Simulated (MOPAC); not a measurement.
MOPAC input (AM1):

```
AM1 PRECISE GNORM=0.05 LET XYZ UHF MS=0.5 GEO-OK AUX(PRECISION=9) THREADS=1
C4H4N

H     0.00176448 1    0.04465142 1    2.06832619 1
N     0.00115828 1    0.04699724 1    1.06365633 1
C     0.01248627 1    1.17970021 1    0.27461977 1
C    -0.01104728 1   -1.07509778 1    0.27835848 1
C     0.00689995 1    0.72175500 1   -1.00967507 1
C    -0.00779897 1   -0.68423451 1   -1.04633232 1
H     0.02307408 1    2.16873903 1    0.69529824 1
H    -0.02106132 1   -2.06057777 1    0.71251336 1
H    -0.01512498 1   -1.33453082 1   -1.90355730 1
```

**Question.** What heat of formation does the run end on?

**Answer.** 103.51 kcal/mol.

The determinant is spin-contaminated: <S^2> is 1.03 against 0.75 for a pure state.
